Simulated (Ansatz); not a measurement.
1T (CdI2-type) TiTe₂: bulk modulus by level of theory

No measured value is used here.

```
level (code)            value (GPa)  cell (Å³/atom)
----------------------  -----------  --------------
LDA (Ansatz)                      ?           24.59
RPBE (Ansatz)                  1.19           38.25
PBEsol-D3(BJ) (Ansatz)         55.0           23.53
rVV10 (Ansatz)                 32.2           27.98
r²SCAN+rVV10 (Ansatz)          27.7           27.31
```

Problem. Complete the blanks.

Solution. 
- LDA (Ansatz, an electronic-structure program), value (GPa): 43.0

LDA: LDA has no dispersion term either, though it tends to give short spacings of layers, chains or molecules. RPBE: for a layered or molecular solid the relaxed cell lies over 5 % above the published volume, where the minimum can be shallow. RPBE: the cell comes from a level without a dispersion term, which matters for the spacing of layers, chains or molecules. Each level is taken at its own relaxed cell. Cutoffs differ between the levels. Ansatz's density-functional and Hartree–Fock values are scalar-relativistic unless marked +SOC, with PAW data made under PBE.
